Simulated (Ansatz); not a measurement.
# Worked example: the interaction energy

The pair of OH⁻ (SMILES [OH-], atoms 1–2) and CH$_{4}$ (SMILES C, atoms 3–7), both closed shells, in one local arrangement (a lower one may exist), relaxed at PBE0-D4/def2-TZVPD:

```xyz
7
angstrom
O -0.4048 0.3395 -2.0476
H 0.1282 -0.0943 -2.7218
C 0.0552 -0.0490 0.9493
H -0.6553 0.6024 1.4678
H -0.1286 -1.0831 1.2582
H 1.0699 0.2317 1.2493
H -0.0646 0.0528 -0.1552
```

Both fragments are computed in the basis of the whole pair.

Program: Ansatz 0.2.0. Basis: def2-TZVPPD and def2-QZVPPD. Cores are frozen in the correlated methods.

Energies in eV:

| quantity | pair | first fragment | second fragment |
| --- | --- | --- | --- |
| Hartree–Fock, triple zeta (X = 3) | -3146.58092 | -2052.15588 | -1094.26337 |
| Hartree–Fock, quadruple zeta (X = 4) | -3146.71608 | -2052.23026 | -1094.32282 |
| MP2 correlation, X = 3 | -13.22432 | -7.75061 | -5.40711 |
| MP2 correlation, X = 4 | -14.08089 | -8.28672 | -5.71499 |
| CCSD(T) correlation, X = 3 | -14.16971 | -7.95116 | -6.13748 |

Task: Work out the interaction energy at the basis limit: extrapolate Hartree–Fock as E(X) = E∞ + A exp(−7.88 √X) and the MP2 correlation as E(X) = E∞ + B X^−2.97 (the exponents that Neese and Valeev fitted for def2-TZVPP and QZVPP, reused here for the diffuse sets), then add CCSD(T) − MP2 in triple zeta.

Result: Each step is linear, so take the differences first (pair − first fragment − second fragment): Hartree–Fock -0.16167 (X = 3) and -0.16300 (X = 4); MP2 correlation -0.06660 and -0.07918; CCSD(T) correlation -0.08107.
Two points give E∞ = E(4) + w [E(4) − E(3)], with w = 1/(exp(7.88 (2 − √3)) − 1) = 0.1377 for Hartree–Fock and w = 1/((4/3)^2.97 − 1) = 0.7407 for the correlation.
Hartree–Fock: -0.16300 + 0.1377 × (-0.00133) = -0.1632 eV.
MP2 correlation: -0.07918 + 0.7407 × (-0.01258) = -0.0885 eV.
CCSD(T) − MP2: -0.08107 − (-0.06660) = -0.0145 eV.
Sum: -0.1632 + (-0.0885) + (-0.0145) = -0.2662 eV, or -6.14 kcal/mol. Plain CCSD(T) in triple zeta gives -0.2427 eV, so the larger basis shifts the result by -0.0235 eV.

T1 diagnostic: at most 0.025.

For scale, one of the runs: CCSD(T)/def2-TZVPPD, 162 basis functions, launched by `ansatz run in.yaml --threads 2 --pin off --events-out ev --progress --plain --max-ram 5222MiB`. The run took 7 s on 2 CPU threads of an Intel Xeon 6975P-C (shared host), with 1.3 GiB of host memory at its peak.
